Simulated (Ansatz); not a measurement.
Litharge PbO was calculated with PBE (Ansatz, a program for electronic structure, plane waves, PAW).

Numerical settings: plane-wave cutoff 520 eV, 8×8×8 k mesh, Fermi–Dirac smearing 0.01 eV, scalar-relativistic PAW data made under PBE.

Cell (relaxed at this level):

```cif
data_O2Pb2
_chemical_formula_sum 'Pb2 O2'
_space_group_name_H-M_alt 'P 1'
_space_group_IT_number 1
_cell_length_a 4.05624
_cell_length_b 4.05624
_cell_length_c 5.61629
_cell_angle_alpha 90.000
_cell_angle_beta 90.000
_cell_angle_gamma 90.000
loop_
_space_group_symop_operation_xyz
  'x, y, z'
loop_
_atom_site_label
_atom_site_type_symbol
_atom_site_fract_x
_atom_site_fract_y
_atom_site_fract_z
_atom_site_occupancy
Pb1 Pb 0.50000 0.00000 0.78806 1
Pb2 Pb 0.00000 0.50000 0.21194 1
O1 O 0.50000 0.50000 0.00000 1
O2 O 0.00000 0.00000 0.00000 1
```

Question: Estimate the bulk modulus B0, band gap and smallest direct gap on the k points sampled that the calculation returns.

Answer: 
- bulk modulus B0 = 6.83 GPa
- band gap = 1.82 eV
- smallest direct gap on the k points sampled = 1.91 eV

Measured, for comparison: bulk modulus 23.1 GPa (temperature not stated, not corrected to a static lattice; as tabulated in Canepa et al. (2012), arXiv:1204.2842). Computed (rounded) less measured: bulk modulus -70 % (against room or unstated temperature, where such soft solids are markedly softer).

Note: for a layered or molecular solid the relaxed cell lies over 5 % above the published volume, where the minimum can be shallow; the cell comes from a level without a dispersion term, which matters for the spacing of layers, chains or molecules; the bulk modulus comes from volumes at which shape and atoms were relaxed.

Spin–orbit coupling is not included; with these elements it can move the gap by several tenths of an eV or more.

The computed numbers hold no vibrational or temperature effects.

Computing time: very roughly 12 core-minutes.
